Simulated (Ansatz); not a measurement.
```yaml
crystal:
  periodic: [false, false, false]
  atoms:
    - {symbol: Ge, position_ang: [-0.678786, -0.141288, -0.000773]}
    - {symbol: N, position_ang: [1.035006, 0.669978, 0.002983]}
    - {symbol: O, position_ang: [2.097112, -0.050845, 0.000452]}
    - {symbol: H, position_ang: [1.247533, 1.679158, 0.007058]}
basis:
  gaussian: {orbitals: def2-TZVP}
magnetization: {spin_polarized: true, initial_magnetization: 2}
hamiltonian: {xc: pbe0}
relax: {f_tol: 0.004, max_steps: 80}
```

```sh
$ ansatz run in.yaml --threads 1 --pin off --events-out ev --progress --plain --max-ram 2176MiB
```

Steps of the relaxation (energy above the last step; positions in Å, forces in eV/Å):

```
4
step 1, 21.1 meV
Ge   -0.679   -0.141   -0.001    0.007    0.155    0.001
N     1.035    0.670    0.003    0.807   -0.420   -0.001
O     2.097   -0.051    0.000   -0.592    0.476    0.002
H     1.248    1.679    0.007   -0.223   -0.211   -0.001
```

```
4
step 2, 9.0 meV
Ge   -0.680   -0.129   -0.001   -0.050    0.088    0.000
N     1.041    0.661    0.003    0.502   -0.322   -0.001
O     2.104   -0.044    0.000   -0.312    0.258    0.001
H     1.235    1.669    0.007   -0.140   -0.025    0.000
```

```
4
step 3, 0.1 meV
Ge   -0.688   -0.104   -0.001   -0.042   -0.010    0.000
N     1.056    0.639    0.003    0.051   -0.031    0.000
O     2.125   -0.033    0.001   -0.012    0.020    0.000
H     1.209    1.655    0.007    0.003    0.021    0.000
```

```
4
step 6, 0.0 meV
Ge   -0.691   -0.103   -0.001   -0.002   -0.001    0.000
N     1.057    0.638    0.003    0.002    0.000    0.000
O     2.127   -0.032    0.001    0.000    0.000    0.000
H     1.208    1.654    0.007    0.000    0.001    0.000
```

Close pairs at the end: N2–H4 1.028 Å, N2–O3 1.262 Å, Ge1–N2 1.898 Å.

A stationary point of unrestricted PBE0 after 6 steps, with ⟨S²⟩ = 2.011 against 2.00 for a pure state; no frequencies were run, so it isn't proven a minimum. 40 s on 1 thread of Arm Neoverse V1, shared host.
